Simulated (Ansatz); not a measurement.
Input file:

```yaml
crystal:
  periodic: [false, false, false]
  atoms:
    - {symbol: Al, position_ang: [0.000000, -0.281835, 2.028359]}
    - {symbol: Ga, position_ang: [0.000000, 0.366101, -0.374949]}
    - {symbol: F, position_ang: [0.000000, -1.038096, -1.449566]}
    - {symbol: H, position_ang: [0.000000, 1.786664, -1.038005]}
basis:
  gaussian: {orbitals: cc-pVDZ}
total_charge: 1
magnetization: {spin_polarized: false, initial_magnetization: 1}
correlation: {method: bccd_t, electrons: outside_noble_gas}
```

```sh
$ ansatz run in.yaml --threads 1 --pin off --events-out ev --progress --plain --max-ram 2393MiB
```

Q: Roughly how long does this take on 1 thread of Intel Xeon, shared host, and how much host memory?

A: 27 s wall and 0.21 GiB.

```
679 factors; integrals over basis functions are off by at most 7.5e-4 eV
mean field evaluation 1: about -61622.4851 eV, gradient 6.4e1 eV
mean field evaluation 2: about -61622.5230 eV, gradient 6.3e1 eV
mean field evaluation 4: about -61630.6274 eV, gradient 1.5e1 eV
mean field evaluation 8: about -61631.3132 eV, gradient 7.3e-1 eV
mean field evaluation 16: about -61631.3366 eV, gradient 2.9e-6 eV
mean field evaluation 32: about -61626.2925 eV, gradient 1.2e1 eV
mean field evaluation 64: about -61629.0291 eV, gradient 5.8e-1 eV
mean field evaluation 96: about -61624.2794 eV, gradient 1.8e0 eV
mean field evaluation 128: about -61626.3867 eV, gradient 1.2e0 eV
mean field evaluation 160: about -61621.8813 eV, gradient 1.5e1 eV
mean field evaluation 192: about -61622.2573 eV, gradient 3.7e-1 eV
mean field -61631.33662594 eV, -2264.9098457829 hartree, gradient 3.0e-6 eV, S^2 0.750000; 4 other end points of the search recorded, 0 dependent functions left out
mean field evaluation 224: about -61622.4958 eV, gradient 4.5e1 eV
mean field evaluation 256: about -61621.7669 eV, gradient 1.5e1 eV
determinant -61631.33662594 eV, -2264.9098457829 hartree, with singles and doubles -61639.40156796 eV, -2265.2062269355 hartree
determinant -61629.42561211 eV, -2264.8396173199 hartree, with singles and doubles -61637.76704575 eV, -2265.1461593521 hartree
determinant -61629.03195811 eV, -2264.8251508022 hartree, with singles and doubles -61637.35633695 eV, -2265.1310660823 hartree
20 core orbitals not correlated, not the lowest: weight in the atoms' cores, before any rotation towards them, 0.948 or more for the frozen orbitals, at most 0.052 for the correlated occupied ones
reference -61631.33662594 eV, -2264.9098457829 hartree; 7, 6 occupied and 37, 38 virtual orbitals, 679 factors
second order -7.38760121 eV of doubles, -0.05324375 eV of singles
cycle   1  -8.04442484 eV  change    2.1e-2 eV  update   1.8e-2
cycle   2  -8.04563726 eV  change   -1.2e-3 eV  update   7.1e-3
cycle   3  -8.04653200 eV  change   -8.9e-4 eV  update   4.5e-3
cycle   4  -8.04302573 eV  change    3.5e-3 eV  update   2.2e-3
cycle   5  -8.04414473 eV  change   -1.1e-3 eV  update   1.2e-3
cycle   6  -8.04523588 eV  change   -1.1e-3 eV  update   5.3e-4
cycle   7  -8.04516294 eV  change    7.3e-5 eV  update   2.3e-4
cycle   8  -8.04515719 eV  change    5.7e-6 eV  update   9.7e-5
cycle   9  -8.04515273 eV  change    4.5e-6 eV  update   4.7e-5
cycle  10  -8.04516410 eV  change   -1.1e-5 eV  update   2.3e-5
cycle  11  -8.04515377 eV  change    1.0e-5 eV  update   1.4e-5
perturbative correction -0.20551925 eV, -0.0075526932 hartree
Total energy: -61639.58729896 eV, -2265.2130524239 hartree
```
